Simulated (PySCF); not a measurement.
3C-SiC: correlation energy from several methods in one and the same small orbital space (PySCF; 2 atoms at the zone centre, 8 electrons in 17 orbitals, empty ones MP2 natural orbitals of a TZ basis, lattice constant set to 5.0117 Å). Its volume lies 52 % above that of the crystal's usual cell. It tests the methods against each other and lies far from the crystal's limit.

Full CI gives -2.7008 eV per atom.

Question: What share of it do MP2, CCSD, CCSD(T), CCSDT, CCSDT(Q), CCSDTQ recover?

Answer: MP2 72.1 %; CCSD 96.5 %; CCSD(T) 98.5 %; CCSDT 99.2 %; CCSDT(Q) 99.7 %; CCSDTQ 100.0 %.

| method | E_corr (eV per atom) | share of full CI (%) | error (meV) |
|---|---|---|---|
| MP2 | -1.9460 | 72.1 | 755 |
| CCSD | -2.6059 | 96.5 | 95 |
| CCSD(T) | -2.6599 | 98.5 | 41 |
| CCSDT | -2.6782 | 99.2 | 23 |
| CCSDT(Q) | -2.6927 | 99.7 | 8 |
| CCSDTQ | -2.6994 | 100.0 | 1 |
| full CI | -2.7008 | 100.0 | 0 |

The Hartree–Fock determinant has a weight of 0.82 in the full CI state.

MP2, (T) and (Q) use filled levels shifted down by the Madelung term, which in so small a cell is a large part of the gap, so these rows hang on it.
